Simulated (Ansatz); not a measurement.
Species: CH2O, SMILES `C=O` (charge 0, multiplicity 1).

Q: Give a relaxed geometry from PBE0-D3(BJ)/def2-TZVP (Ansatz, an electronic-structure program).

A: the end point of this relaxation (outside a Z-matrix the atoms follow the SMILES, hydrogens last).
Z-matrix (Å, degrees):
```
C
O 1 1.1954
H 1 1.1088 2 122.03
H 1 1.1088 3 115.95 2 180.00
```
